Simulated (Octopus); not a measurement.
**SiH4 (silane): a chain of runs**

Aim: energy and gradient (PZ81 LDA), then energy and gradient (PZ81 LDA), then energy and forces (PZ81 LDA), then energy and forces (PZ81 LDA) of SiH4 (silane). The setting varied is the stencil order. 

Program for the calculation: Octopus 16.4.

15 further runs of the same task are left out: 15 set aside as unsound or not needed.

## Step 1: Starting point

SiH4 has 5 atoms, charge 0, and is taken as a singlet. As SMILES, `[SiH4]`. The coordinates come from a PBE0-D4/def2-TZVP relaxation.

Bond lengths: Si1–H2 1.485 Å, Si1–H3 1.485 Å, Si1–H4 1.485 Å, Si1–H5 1.485 Å. Angles: H2–Si1–H3 109.5°, H2–Si1–H4 109.5°, H2–Si1–H5 109.5°, H3–Si1–H4 109.5°, H3–Si1–H5 109.5°, H4–Si1–H5 109.5°.

## Step 2: Energy and gradient at PZ81 LDA (scalar, in the pseudopotentials, hscv_lda potentials, box margin 4 angstrom, extra states 0, grid spacing 0.150022 angstrom, mix field default) (run 3)

geometry.xyz reads:

```xyz
5

Si     0.000000     0.000000    -0.000100
H      0.967600    -0.688400     0.890900
H     -1.331000     0.044900     0.656000
H     -0.105100    -0.740300    -1.282600
H      0.468500     1.383800    -0.264200
```

Command:

```
$ OMP_NUM_THREADS=1 octopus > gs.log
```

The log of the run:

```text
Version                : 16.4
************************** Calculation Mode **************************
Input: [CalculationMode = gs]
Input: [SpinComponents = unpolarized]
******************************* Space ********************************
Octopus will run in 3 dimension(s).
Octopus will treat the system as periodic in 0 dimension(s).
Input: [AllElectronType = no]
Input: [PseudopotentialSet = hscv_lda]
Reading Coordinates from geometry.xyz
****************************** Species *******************************
** Warning:
**   Eigenstate for l =  1 is not normalized
**   (abs(1 - norm) =     0.000225)
** Warning:
**   Eigenstate for l =  2 is not normalized
**   (abs(1 - norm) =     0.024456)
  Species 'Si'
    type             : pseudopotential
    file format      : QSO
    valence charge   : 4.0
    atomic number    :  14
    form on file     : semilocal
    orbital origin   : from file
    lmax             : 2
    llocal           : 2
    projectors per l : 1
    total projectors : 2
    application form : kleinman-bylander
    orbitals         :  2
    bound orbitals   :  2
** Warning:
**   Eigenstate for l =  0 is not normalized
**   (abs(1 - norm) =     0.028018)
  Species 'H'
    type             : pseudopotential
    file format      : QSO
    valence charge   : 1.0
    atomic number    :   1
    form on file     : semilocal
    orbital origin   : from file
    lmax             : 0
    llocal           : 0
    projectors per l : 1
    total projectors : 0
    application form : local
    orbitals         :  1
    bound orbitals   :  1
***************************** Symmetries *****************************
Symmetry elements : (sigma)
Symmetry group    : Cs
Input: [CurvMethod = curv_affine]
Input: [DerivativesStencil = stencil_star]
Input: [SmearingFunction = semiconducting]
Input: [SymmetrizeDensity = no]
******************************* States *******************************
Total electronic charge  =        8.000
Number of states         =        4
States block-size        =        4
************************** Parallelization ***************************
Info: Octopus will run in *serial*
******************************** Grid ********************************
Simulation Box:
  Type = minimum
  Radius  [A] =   4.000
Main mesh:
  Spacing [A] = ( 0.150, 0.150, 0.150)    volume/point [A^3] =      0.00338
  # inner mesh =     155418
  # total mesh =     203098
  Grid Cutoff [eV] =  1670.760704    Grid Cutoff [Ry] =   122.798658
Input: [StatesPack = yes]
Input: [StatesOrthogonalization = cholesky_serial]
**************************** Theory Level ****************************
Input: [TheoryLevel = kohn_sham]
Exchange-correlation:
  Exchange
    Slater exchange (LDA)
  Correlation
    Perdew & Zunger (Modified) (LDA)
****************************** Hartree *******************************
Input: [DressedOrbitals = no]
The chosen Poisson solver is 'interpolating scaling functions'
Input: [FilterPotentials = filter_TS]
Info: Pseudopotential for Si
  Radii for localized parts:
    local part     =  1.1 A
    non-local part =  1.3 A
    orbitals       =  5.0 A
Info: Pseudopotential for H
  Radii for localized parts:
    local part     =  1.0 A
    non-local part =  0.0 A
    orbitals       =  1.9 A
Input: [RelativisticCorrection = non_relativistic]
Input: [DFTULevel = dft_u_none]
Input: [MagneticConstrain = 0]
****************** Approximate memory requirements *******************
Mesh
  global  :       1.5 MiB
  local   :       6.2 MiB
  total   :       7.7 MiB
States
  real    :       6.2 MiB (par_kpoints + par_states + par_domains)
  complex :      12.4 MiB (par_kpoints + par_states + par_domains)
Info: Generating external potential
      done.
Input: [InteractionTiming = timing_exact]
Info: Octopus initialization completed.
Info: Starting calculation mode.
Info: Allocating ground state wave-functions
      Block       1 contains       4 states:       1 -       4
Info: Ground-state allocation done.
Info: Could not find 'restart/gs' directory for restart.
Info: No restart information will be read.
** Warning:
**   Unable to read wavefunctions.
**   Starting from scratch!
**************************** Eigensolver *****************************
Input: [Eigensolver = cg]
Input: [Preconditioner = pre_filter]
Input: [PreconditionerFilterFactor = 0.5000]
Input: [SubspaceDiagonalization = standard]
Input: [MixField = potential] (what to mix during SCF cycles)
Input: [MixingScheme = broyden]
Info: Mixing uses    4 steps and restarts after   20 steps.
Input: [LCAOStart = lcao_states]
Input: [LCAOScaleFactor = 1.000]
Input: [LCAOMaximumOrbitalRadius = 10.58 A]
Info: Double-precision storage for     2 extra orbitals will be allocated.
Info: Unnormalized total charge =      5.775971
Info: Renormalized total charge =      8.000000
Info: Setting up Hamiltonian.
Info: Performing initial LCAO calculation with      6 orbitals.
Info: Getting Hamiltonian matrix elements.
Eigenvalues [eV]
 #st  Spin   Eigenvalue      Occupation
   1   --   -14.697653       2.000000
   2   --    -2.211300       2.000000
   3   --    -2.195268       2.000000
   4   --    -2.118719       2.000000
Info: Ground-state restart information will be written to 'restart/gs'.
Info: SCF using real wavefunctions.
Info: Starting SCF iteration.
*********************** SCF CYCLE ITER #    1 ************************
 etot  = -1.60551460E+02 abs_ev   =  4.15E+01 rel_ev   =  4.94E-01
 ediff =        5.90E+00 abs_dens =  1.81E+00 rel_dens =  2.27E-01
Converged eigenvectors: 0
#  State  Eigenvalue [eV]  Occupation    Error
      1      -15.529945    2.000000   ( 9.6E-02)
      2       -8.813214    2.000000   ( 4.9E-01)
      3       -8.805663    2.000000   ( 5.0E-01)
      4       -8.803516    2.000000   ( 5.1E-01)
                                                                     ^
*********************** SCF CYCLE ITER #    2 ************************
 etot  = -1.93067510E+02 abs_ev   =  9.37E+00 rel_ev   =  1.00E-01
 ediff =        1.19E+00 abs_dens =  2.30E+00 rel_dens =  2.87E-01
Converged eigenvectors: 0
#  State  Eigenvalue [eV]  Occupation    Error
      1      -15.894247    2.000000   ( 1.8E-02)
      2      -10.249318    2.000000   ( 8.9E-02)
      3      -10.246224    2.000000   ( 8.9E-02)
      4      -10.245329    2.000000   ( 8.4E-02)
                                                                     ^
[eigenvalue tables of the cycles between left out]
*********************** SCF CYCLE ITER #    3 ************************
 etot  = -1.94337387E+02 abs_ev   =  1.48E+00 rel_ev   =  1.62E-02
 ediff =        4.67E-02 abs_dens =  5.12E-01 rel_dens =  6.41E-02
*********************** SCF CYCLE ITER #    4 ************************
 etot  = -1.88865454E+02 abs_ev   =  3.15E+00 rel_ev   =  3.55E-02
 ediff =        2.01E-01 abs_dens =  1.77E-01 rel_dens =  2.22E-02
*********************** SCF CYCLE ITER #    5 ************************
 etot  = -1.64327802E+02 abs_ev   =  1.49E+01 rel_ev   =  2.03E-01
 ediff =        9.02E-01 abs_dens =  8.71E-01 rel_dens =  1.09E-01
*********************** SCF CYCLE ITER #    6 ************************
 etot  = -1.58246474E+02 abs_ev   =  2.10E+00 rel_ev   =  2.93E-02
 ediff =        2.23E-01 abs_dens =  3.12E-01 rel_dens =  3.90E-02
*********************** SCF CYCLE ITER #    7 ************************
 etot  = -1.55671395E+02 abs_ev   =  7.09E-01 rel_ev   =  1.00E-02
 ediff =        9.46E-02 abs_dens =  1.61E-01 rel_dens =  2.02E-02
*********************** SCF CYCLE ITER #    8 ************************
 etot  = -1.64268343E+02 abs_ev   =  4.88E+00 rel_ev   =  6.44E-02
 ediff =        3.16E-01 abs_dens =  4.60E-01 rel_dens =  5.74E-02
*********************** SCF CYCLE ITER #    9 ************************
 etot  = -1.66999845E+02 abs_ev   =  7.97E-01 rel_ev   =  1.04E-02
 ediff =        1.00E-01 abs_dens =  1.90E-01 rel_dens =  2.38E-02
*********************** SCF CYCLE ITER #   10 ************************
 etot  = -1.66516075E+02 abs_ev   =  3.10E-01 rel_ev   =  4.06E-03
 ediff =        1.78E-02 abs_dens =  3.16E-02 rel_dens =  3.95E-03
*********************** SCF CYCLE ITER #   11 ************************
 etot  = -1.67754767E+02 abs_ev   =  8.29E-01 rel_ev   =  1.07E-02
 ediff =        4.55E-02 abs_dens =  3.00E-02 rel_dens =  3.75E-03
*********************** SCF CYCLE ITER #   12 ************************
 etot  = -1.70468370E+02 abs_ev   =  1.73E+00 rel_ev   =  2.19E-02
 ediff =        9.97E-02 abs_dens =  7.86E-02 rel_dens =  9.83E-03
*********************** SCF CYCLE ITER #   13 ************************
 etot  = -1.71836609E+02 abs_ev   =  6.55E-01 rel_ev   =  8.24E-03
 ediff =        5.03E-02 abs_dens =  6.53E-02 rel_dens =  8.16E-03
*********************** SCF CYCLE ITER #   14 ************************
 etot  = -1.70018881E+02 abs_ev   =  1.22E+00 rel_ev   =  1.57E-02
 ediff =        6.68E-02 abs_dens =  4.97E-02 rel_dens =  6.22E-03
*********************** SCF CYCLE ITER #   15 ************************
 etot  = -1.69809924E+02 abs_ev   =  4.89E-02 rel_ev   =  6.25E-04
 ediff =        7.68E-03 abs_dens =  1.29E-02 rel_dens =  1.61E-03
*********************** SCF CYCLE ITER #   16 ************************
 etot  = -1.69925309E+02 abs_ev   =  9.07E-02 rel_ev   =  1.16E-03
 ediff =        4.24E-03 abs_dens =  2.27E-03 rel_dens =  2.83E-04
*********************** SCF CYCLE ITER #   17 ************************
 etot  = -1.69977130E+02 abs_ev   =  2.95E-02 rel_ev   =  3.76E-04
 ediff =        1.90E-03 abs_dens =  1.58E-03 rel_dens =  1.98E-04
*********************** SCF CYCLE ITER #   18 ************************
 etot  = -1.69959094E+02 abs_ev   =  1.42E-02 rel_ev   =  1.82E-04
 ediff =        6.63E-04 abs_dens =  4.50E-04 rel_dens =  5.62E-05
*********************** SCF CYCLE ITER #   19 ************************
 etot  = -1.69950191E+02 abs_ev   =  6.57E-03 rel_ev   =  8.40E-05
 ediff =        3.27E-04 abs_dens =  1.80E-04 rel_dens =  2.25E-05
*********************** SCF CYCLE ITER #   20 ************************
 etot  = -1.69949452E+02 abs_ev   =  7.00E-04 rel_ev   =  8.95E-06
 ediff =        2.71E-05 abs_dens =  6.32E-05 rel_dens =  7.90E-06
*********************** SCF CYCLE ITER #   21 ************************
 etot  = -1.69948509E+02 abs_ev   =  7.14E-04 rel_ev   =  9.13E-06
 ediff =        3.47E-05 abs_dens =  4.18E-05 rel_dens =  5.22E-06
*********************** SCF CYCLE ITER #   22 ************************
 etot  = -1.69948431E+02 abs_ev   =  8.75E-06 rel_ev   =  1.12E-07
 ediff =        2.85E-06 abs_dens =  8.53E-06 rel_dens =  1.07E-06
*********************** SCF CYCLE ITER #   23 ************************
 etot  = -1.69948437E+02 abs_ev   =  4.49E-05 rel_ev   =  5.74E-07
 ediff =        2.17E-07 abs_dens =  5.74E-06 rel_dens =  7.18E-07
Converged eigenvectors: 0
#  State  Eigenvalue [eV]  Occupation    Error
      1      -13.568726    2.000000   ( 6.4E-07)
      2       -8.524979    2.000000   ( 1.3E-06)
      3       -8.524586    2.000000   ( 1.0E-06)
      4       -8.524095    2.000000   ( 6.3E-07)
                                                                     ^
*********************** SCF CYCLE ITER #   24 ************************
 etot  = -1.69948460E+02 abs_ev   =  1.40E-05 rel_ev   =  1.78E-07
 ediff =        8.39E-07 abs_dens =  1.13E-06 rel_dens =  1.41E-07
Converged eigenvectors: 0
#  State  Eigenvalue [eV]  Occupation    Error
      1      -13.568728    2.000000   ( 3.0E-07)
      2       -8.524980    2.000000   ( 4.5E-07)
      3       -8.524589    2.000000   ( 2.9E-07)
      4       -8.524095    2.000000   ( 3.6E-07)
                                                                     ^
Info: SCF converged in   24 iterations
** Warning:
**   Some of the states are not fully converged!
Info: Number of matrix-vector products:       1012
Octopus emitted 5 warnings.
```

Wall time 11 s (1 thread of Arm Neoverse V1, shared host); peak memory 0.13 GiB.

(Part 1 of 3 ends here.)
